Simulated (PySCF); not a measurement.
How far are cheaper levels from CCSD(T)/CBS for PO⁺?

PySCF; the state is a singlet (closed shell). The composite is CCSD(T) extrapolated to the basis-set limit from two correlation-consistent sets, with core-valence (CV) and scalar-relativistic (SR) terms as its label shows; it has no spin–orbit coupling and nothing beyond (T). Here it is CCSD(T)/CBS(TQ)+CV+SR. It gives Re = 1.426 Å, ωe = 1415 cm⁻¹ and De = 8.32 eV to P⁺ + O.

```json
{"level": "RHF-MP2", "basis": "def2-TZVPPD", "relativity": "no relativity", "Re (Å)": "1.451", "ωe (cm⁻¹)": "1300", "De (eV)": "8.58"}
{"level": "RHF-SCS-MP2", "basis": "def2-TZVPPD", "relativity": "no relativity", "Re (Å)": "1.445", "ωe (cm⁻¹)": "1336", "De (eV)": "8.35"}
{"level": "RHF-CCSD", "basis": "def2-TZVPPD", "relativity": "no relativity", "Re (Å)": "1.424", "ωe (cm⁻¹)": "1470", "De (eV)": "7.56"}
{"level": "r²SCAN", "basis": "def2-TZVPPD", "relativity": "no relativity", "Re (Å)": "1.428", "ωe (cm⁻¹)": "1439", "De (eV)": "8.21"}
{"level": "M06-L", "basis": "def2-TZVPPD", "relativity": "no relativity", "Re (Å)": "1.428", "ωe (cm⁻¹)": "1454", "De (eV)": "8.26"}
{"level": "r²SCANh", "basis": "def2-TZVPPD", "relativity": "no relativity", "Re (Å)": "1.422", "ωe (cm⁻¹)": "1470", "De (eV)": "7.96"}
{"level": "PBE0", "basis": "def2-TZVP", "relativity": "no relativity", "Re (Å)": "1.420", "ωe (cm⁻¹)": "1484", "De (eV)": "7.97"}
{"level": "B97-3", "basis": "def2-TZVPPD", "relativity": "no relativity", "Re (Å)": "1.420", "ωe (cm⁻¹)": "1487", "De (eV)": "8.16"}
{"level": "M06", "basis": "def2-TZVPPD", "relativity": "no relativity", "Re (Å)": "1.418", "ωe (cm⁻¹)": "1496", "De (eV)": "8.28"}
{"level": "ωB97M-V", "basis": "def2-TZVPPD", "relativity": "no relativity", "Re (Å)": "1.418", "ωe (cm⁻¹)": "1502", "De (eV)": "8.30"}
```

Q: Give the difference of each row from the composite.

A: 

```json
{"level": "RHF-MP2", "basis": "def2-TZVPPD", "ΔRe (pm)": "+2.5", "Δωe (%)": "-8.1", "ΔDe (eV)": "+0.26"}
{"level": "RHF-SCS-MP2", "basis": "def2-TZVPPD", "ΔRe (pm)": "+1.9", "Δωe (%)": "-5.6", "ΔDe (eV)": "+0.03"}
{"level": "RHF-CCSD", "basis": "def2-TZVPPD", "ΔRe (pm)": "-0.2", "Δωe (%)": "+3.9", "ΔDe (eV)": "-0.76"}
{"level": "r²SCAN", "basis": "def2-TZVPPD", "ΔRe (pm)": "+0.2", "Δωe (%)": "+1.7", "ΔDe (eV)": "-0.11"}
{"level": "M06-L", "basis": "def2-TZVPPD", "ΔRe (pm)": "+0.2", "Δωe (%)": "+2.8", "ΔDe (eV)": "-0.06"}
{"level": "r²SCANh", "basis": "def2-TZVPPD", "ΔRe (pm)": "-0.4", "Δωe (%)": "+3.9", "ΔDe (eV)": "-0.36"}
{"level": "PBE0", "basis": "def2-TZVP", "ΔRe (pm)": "-0.6", "Δωe (%)": "+4.9", "ΔDe (eV)": "-0.35"}
{"level": "B97-3", "basis": "def2-TZVPPD", "ΔRe (pm)": "-0.6", "Δωe (%)": "+5.1", "ΔDe (eV)": "-0.16"}
{"level": "M06", "basis": "def2-TZVPPD", "ΔRe (pm)": "-0.8", "Δωe (%)": "+5.7", "ΔDe (eV)": "-0.04"}
{"level": "ωB97M-V", "basis": "def2-TZVPPD", "ΔRe (pm)": "-0.8", "Δωe (%)": "+6.1", "ΔDe (eV)": "-0.02"}
```

Q: Which rows come closest in De?

A: RHF-SCS-MP2 in def2-TZVPPD (+0.03 eV); ωB97M-V in def2-TZVPPD (-0.02 eV), counted from the composite.

Correlated steps freeze 6 core orbitals. For an ion De counts to the pair picked by the measured ionisation energies or electron affinities, which need not be the lowest pair at this level. Where the molecule has an RHF reference, its open-shell atoms are computed with UHF. The CCSD T1 diagnostic is raised in PO⁺, a sign that a single reference may not be enough there.
